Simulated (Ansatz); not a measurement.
**CHBO (SMILES B=C=O): one structure at several levels**

An exercise on one series of results from a longer session: the logs are not shown, and one member is left open.

The runs use Ansatz 0.2.0, Gaussian basis; single points in def2-TZVPP.

Correlated methods freeze the cores.

## The system as given

SMILES `B=C=O`, 4 atoms, charge 0, spin multiplicity 1.

Atoms are counted from 1 here; the program's logs count them from 0.

Bond lengths: B1–C2 1.551 Å, B1–H4 1.213 Å, C2–O3 1.130 Å. Angles: C2–B1–H4 105.2°, B1–C2–O3 150.8°.

Coordinates:

```xyz
4
CHBO
B    -0.3813    0.5435   -0.3583
C     0.1807   -0.6814    0.4102
O     0.9987   -1.1775    1.0112
H    -1.4484    0.1779   -0.8033
```

Set-up of the first run:

run/in.yaml reads:

```yaml
crystal:
  periodic: [false, false, false]
  atoms:
    - {symbol: B, position_ang: [-0.381346, 0.543515, -0.358288]}
    - {symbol: C, position_ang: [0.180741, -0.681370, 0.410157]}
    - {symbol: O, position_ang: [0.998726, -1.177545, 1.011228]}
    - {symbol: H, position_ang: [-1.448405, 0.177873, -0.803302]}
basis:
  gaussian: {orbitals: def2-TZVPP}
hamiltonian: {xc: pbe, dispersion: d4}
output: {forces: true}
```

Launch:

```sh
$ ansatz run in.yaml --threads 2 --pin off --events-out ev --progress --plain --max-ram 3481MiB
```

Steps of the session up to this table: PBE-D4/def2-TZVPP; r2SCAN-D4/def2-TZVPP; PBE0-D4/def2-TZVPP; wB97M-V/def2-TZVPP; CCSD(T)/def2-TZVPP.

One table of the session follows, with a row left open; its other results are not shown here.

```
   method  RMS force component (eV/Å)  angle to CCSD(T) forces (°)  dipole (D)
   PBE-D4                           ?                            ?           ?
r2SCAN-D4                       1.228                          9.2        1.19
  PBE0-D4                       1.016                         17.2        1.21
  wB97M-V                       0.955                         20.7        1.29
  CCSD(T)                       1.356                    reference        1.06
```

**Question.** Estimate the row for PBE-D4.

As computed: RMS force component (eV/Å): 1.594; angle to CCSD(T) forces (°): 7.5; dipole (D): 1.14. In the column «RMS force component (eV/Å)» it is the highest.

To keep in mind: The reference is not at the basis limit: in triple zeta CCSD(T) underbinds, which counts against methods that bind more; the gaps are no ranking.
